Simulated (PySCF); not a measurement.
**SiP₂H₆: electronic excitations and core binding energies**

What electronic excitations and core binding energies should SiP₂H₆ (`P[SiH2]P`) show?

Computed with PySCF 2.14.0, with density-fitted response routines of our own, on a single molecule in the gas phase. Atoms are numbered from 0 throughout.

## Step 1: Starting geometry

9 atoms, charge 0, multiplicity 1; geometry from: GFN2-xTB.

Bonds of the start (Å): P0–Si1 2.24, Si1–P2 2.24, P0–H3 1.38, P0–H4 1.38, Si1–H5 1.47, Si1–H6 1.47, P2–H7 1.38, P2–H8 1.38.

## Step 2: Excited states and response: CAM-B3LYP/def2-SVPD

The job: settings as JSON, then the geometry in Å.

```
{"job": {"kind": "uv", "xc": "CAM-B3LYP", "basis": "def2-SVPD", "nstates": 8, "ntriplets": 3}, "charge": 0, "multiplicity": 1}
P     -1.811277     0.373204    -0.714445
Si     0.008288    -0.630089     0.132553
P      1.808249     0.407681    -0.714432
H     -2.692224    -0.262187     0.139700
H     -1.737790     1.493306     0.095747
H      0.008812    -0.697879     1.603575
H      0.021656    -2.005639    -0.375540
H      2.700129    -0.203139     0.146218
H      1.707718     1.530736     0.088682
```

Method: TDDFT CAM-B3LYP/def2-SVPD, vertical, gas phase, core orbitals frozen in the response.

Output:

```text
coarse grid: 8592 points
cycle   1  E = -975.3858448616  dE = -7.330e-02  |g| = 1.680e-01  |ddm| = 3.092e+00
cycle   2  E = -975.3948450902  dE = -9.000e-03  |g| = 1.054e-01  |ddm| = 4.990e-01
cycle   3  E = -975.3988513023  dE = -4.006e-03  |g| = 1.872e-02  |ddm| = 2.226e-01
cycle   4  E = -975.3990259071  dE = -1.746e-04  |g| = 3.661e-03  |ddm| = 5.155e-02
cycle   5  E = -975.3990327547  dE = -6.848e-06  |g| = 1.176e-03  |ddm| = 1.072e-02
final grid: 68016 points
cycle   6  E = -975.5102907956  dE = -3.122e-06  |g| = 7.989e-04  |ddm| = 2.080e-02
cycle   7  E = -975.5102909436  dE = -1.479e-07  |g| = 4.958e-04  |ddm| = 2.929e-03
cycle   8  E = -975.5102910361  dE = -9.254e-08  |g| = 6.267e-05  |ddm| = 8.978e-04
cycle   9  E = -975.5102910378  dE = -1.684e-09  |g| = 2.060e-05  |ddm| = 1.956e-04
cycle  10  E = -975.5102910380  dE = -1.871e-10  |g| = 3.151e-06  |ddm| = 4.664e-05
converged SCF energy = -975.5102910380

Static polarisability (au): isotropic 82.654, principal 68.776 78.629 100.557

Singlet excitations
state   eV       nm        f      main configurations
  1   6.4689    191.7   0.00295   H-1->L+2 0.65, H->L+1 0.11
  2   6.5752    188.6   0.00830   H->L+2 0.60, H->L 0.23
  3   6.6491    186.5   0.00121   H-1->L 0.56, H->L+1 0.34
  4   6.6591    186.2   0.02859   H->L 0.60, H-1->L+1 0.20, H->L+2 0.08
  5   6.9496    178.4   0.32714   H->L+1 0.30, H-1->L 0.27, H-1->L+2 0.22
  6   6.9852    177.5   0.15618   H->L+3 0.44, H-1->L+1 0.23, H->L+2 0.18
  7   7.1930    172.4   0.01483   H-1->L+3 0.71, H->L+1 0.16
  8   7.2748    170.4   0.04278   H-1->L+1 0.43, H->L+3 0.42

Triplet excitations (Tamm-Dancoff, eV): 5.6835 5.7141 5.7740
```

Run time: 5.5 s. Hardware: 1 thread, shared host.

Frontier orbitals and where they lie:

| orbital | eV | atoms |
| --- | --- | --- |
| HOMO−3 | -10.82 | Si1 33 %, H6 27 %, P0 12 % |
| HOMO−2 | -10.42 | P2 28 %, P0 28 %, Si1 18 % |
| HOMO−1 | -8.87 | P0 35 %, P2 34 %, Si1 15 % |
| HOMO | -8.81 | P2 32 %, P0 31 %, Si1 14 % |
| LUMO | 0.76 | Si1 33 %, P0 16 %, P2 16 % |
| LUMO+1 | 1.13 | Si1 25 %, P0 18 %, P2 18 % |
| LUMO+2 | 1.24 | P0 28 %, P2 28 %, Si1 13 % |

With each of the 8 states as a Gaussian band of 0.4 eV half-width at 1/e, the curve within the window shown has maxima at 178 nm (ε 22,000) L/(mol cm). Beyond the last state computed it falls off for lack of states. The curve at chosen wavelengths:

(nm, ε (L/mol/cm)): (164, 3107), (166, 5267), (168, 8175), (170, 11649), (172, 15286), (173, 16992), (175, 19813), (177, 21450), (179, 21649), (181, 20457), (183, 18186), (185, 15283), (187, 12204), (188, 10716), (190, 8002), (192, 5751), (194, 3997), (196, 2699), (198, 1777), (200, 1145), (202, 723), (203, 571), (205, 352), (207, 213), (209, 127), (211, 74)

Further results of this job:

```
           property  computed
  dipole moment (D)      1.38
polarisability (Å³)     12.25
 HOMO–LUMO gap (eV)      9.56
      −ε(HOMO) (eV)      8.81
```

## Step 3: X-ray photoelectron lines: SCAN, X2C

The job, as its differences from that of step 2:

```diff
@@ -1,2 +1,2 @@
-{"job": {"kind": "uv", "xc": "CAM-B3LYP", "basis": "def2-SVPD", "nstates": 8, "ntriplets": 3}, "charge": 0, "multiplicity": 1}
+{"job": {"kind": "xps"}, "charge": 0, "multiplicity": 1}
 P     -1.811277     0.373204    -0.714445
```

With the program's defaults for keys left out, this is: delta-SCF UKS SCAN, pcX-2 on the ionised atom, pcseg-1 elsewhere, spin-free X2C.

Output:

```text
ground state, core basis on atom 0 (P), 126 functions
  cycle   1  E = -977.92800883  |g| = 2.18e-01
  cycle   2  E = -977.92635377  |g| = 2.25e-01
  cycle   3  E = -977.94310228  |g| = 4.21e-02
  cycle   4  E = -977.94367080  |g| = 1.44e-02
  cycle   5  E = -977.94374865  |g| = 3.99e-03
  cycle   6  E = -977.94375254  |g| = 1.15e-03
  cycle   7  E = -977.94375247  |g| = 1.88e-04
  E(ground) = -977.98748914 Eh
hole in P 1s of atom 0
  cycle   1  E = -897.78795807  |g| = 4.72e+00
  cycle   2  E = -896.39326561  |g| = 2.43e+00
  cycle   3  E = -890.03629124  |g| = 2.28e+00
  cycle   4  E = -898.88233391  |g| = 2.83e-01
  cycle   5  E = -898.90364592  |g| = 2.39e-01
  cycle   6  E = -898.93807668  |g| = 4.08e-02
  cycle   7  E = -898.93909195  |g| = 1.69e-02
  cycle   8  E = -898.93929586  |g| = 3.53e-03
  cycle   9  E = -898.93930566  |g| = 1.23e-03
  cycle  10  E = -898.93930623  |g| = 2.90e-04
  E(ion) = -898.98327682 Eh   <S^2> = 0.7518   hole on atom = 1.000   binding energy = 2149.814 eV
hole in P 2p of atom 0
  cycle   1  E = -972.52377809  |g| = 1.38e+00
  cycle   2  E = -970.86300759  |g| = 1.60e+00
  cycle   3  E = -972.53092227  |g| = 6.54e-01
  cycle   4  E = -972.90504363  |g| = 1.12e-01
  cycle   5  E = -972.91270862  |g| = 6.32e-02
  cycle   6  E = -972.91496261  |g| = 2.28e-02
  cycle   7  E = -972.91532251  |g| = 5.48e-03
  cycle   8  E = -972.91534330  |g| = 2.27e-03
  cycle   9  E = -972.91534754  |g| = 7.28e-04
  cycle  10  E = -972.91534819  |g| = 3.88e-04
  E(ion) = -972.96904054 Eh   <S^2> = 0.7533   hole on atom = 1.002   binding energy = 136.559 eV
  2p3/2 = 136.327 eV   2p1/2 = 137.218 eV
ground state, core basis on atom 1 (Si), 126 functions
  cycle   1  E = -977.92353104  |g| = 2.88e-01
  cycle   2  E = -977.92339940  |g| = 4.93e-02
  cycle   3  E = -977.92321143  |g| = 4.87e-02
  cycle   4  E = -977.92408593  |g| = 6.76e-03
  cycle   5  E = -977.92409722  |g| = 1.17e-03
  cycle   6  E = -977.92409882  |g| = 2.00e-04
  E(ground) = -977.95527617 Eh
hole in Si 1s of atom 1
  cycle   1  E = -908.98620078  |g| = 4.35e+00
  cycle   2  E = -908.70760006  |g| = 2.28e+00
  cycle   3  E = -909.22869331  |g| = 1.02e+00
  cycle   4  E = -909.94538250  |g| = 3.83e-01
  cycle   5  E = -910.05829351  |g| = 6.62e-02
  cycle   6  E = -910.06052478  |g| = 3.28e-02
  cycle   7  E = -910.06131658  |g| = 1.00e-02
  cycle   8  E = -910.06138469  |g| = 1.79e-03
  cycle   9  E = -910.06138824  |g| = 3.69e-04
  E(ion) = -910.10116832 Eh   <S^2> = 0.7527   hole on atom = 1.000   binding energy = 1846.404 eV
hole in Si 2p of atom 1
  cycle   1  E = -973.64512882  |g| = 1.24e+00
  cycle   2  E = -973.19234414  |g| = 1.30e+00
  cycle   3  E = -973.86470318  |g| = 3.79e-01
  cycle   4  E = -973.97252256  |g| = 1.15e-01
  cycle   5  E = -973.98249202  |g| = 2.73e-02
  cycle   6  E = -973.98297434  |g| = 9.97e-03
  cycle   7  E = -973.98304238  |g| = 1.85e-03
  cycle   8  E = -973.98304559  |g| = 2.93e-04
  E(ion) = -974.02641917 Eh   <S^2> = 0.7523   hole on atom = 1.002   binding energy = 106.910 eV
  2p3/2 = 106.711 eV   2p1/2 = 107.334 eV
```

Run time: 11 s. Hardware: 1 thread, shared host.

Binding energies by hole, beside the orbital energy of the ground state; the difference holds orbital relaxation and, for a density functional, its self-interaction error:

| hole | stands for | environment | ΔSCF (eV; 2p as the shell's mean) | −ε (eV) | ⟨S²⟩ |
| --- | --- | --- | --- | --- | --- |
| P1s on P0 | P0, P2 | phosphorus bonded to Si, 2 H | 2149.81 | 2092.6 | 0.752 |
| P2p on P0 | P0, P2 | phosphorus bonded to Si, 2 H | 136.62 | 125.7 | 0.753 |
| Si1s on Si1 | Si1 | silicon bonded to 2 P, 2 H | 1846.40 | 1793.7 | 0.753 |
| Si2p on Si1 | Si1 | silicon bonded to 2 P, 2 H | 106.92 | 96.5 | 0.752 |

Each hole run stands for the others of its class of like atoms.

With the spin-orbit splitting: P0 2p3/2 136.33, 2p1/2 137.22 eV; Si1 2p3/2 106.71, 2p1/2 107.33 eV. The table gives each 2p level as the mean over the whole 2p shell (two parts 2p3/2, one part 2p1/2), which differs a little from the single hole in the log.

## Step 4: Results

| quantity | value |
| --- | --- |
| lowest singlet (CAM-B3LYP/def2-SVPD) | 6.47 eV (192 nm), f = 0.003 |
| brightest single state of those computed | state 5, 6.95 eV, f = 0.327 |
| lowest triplet | 5.68 eV |
| P1s binding energies, SCAN/pcX-2 | P0 2149.81 eV |
| P2p binding energies, SCAN/pcX-2 | P0 136.62 eV |
| Si1s binding energies, SCAN/pcX-2 | Si1 1846.40 eV |
| Si2p binding energies, SCAN/pcX-2 | Si1 106.92 eV |

The lowest singlet, at 6.47 eV, is HOMO−1→LUMO+2 0.65, HOMO→LUMO+1 0.11 and is weak; of the 8 states computed, the strongest absorption comes from state 5 at 6.95 eV. The lowest triplet lies 0.79 eV below the lowest singlet (triplets in Tamm-Dancoff, singlets in full TDDFT).
